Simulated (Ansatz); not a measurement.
**Grey tin (α-Sn): TO phonon frequency at L by level of theory**

No measured value is used here.

```tsv
level (code)	value (cm⁻¹)	cell (Å³/atom)
LDA (Ansatz)	186	33.89
BLYP (Ansatz)	157	39.52
PBE (Ansatz)	173	36.84
PBEsol+SOC (Ansatz)	181	34.96
RPBE (Ansatz)	167	38.13
PBE-D3(BJ) (Ansatz)	182	35.47
r²SCAN (Ansatz)	185	35.38
r²SCAN+rVV10 (Ansatz)	189	34.84
```

LDA, BLYP, PBE, PBEsol+SOC, RPBE, PBE-D3(BJ), r²SCAN, r²SCAN+rVV10: the solid has no gap at this level, which affects its response. PBE-D3(BJ): the dispersion coefficients are held fixed in the derivatives. Each level is taken at its own relaxed cell. Cutoffs differ between the levels. Ansatz's density-functional and Hartree–Fock values are scalar-relativistic unless marked +SOC, with PAW data made under PBE.

Ansatz is a quantum-chemistry and plane-wave program.
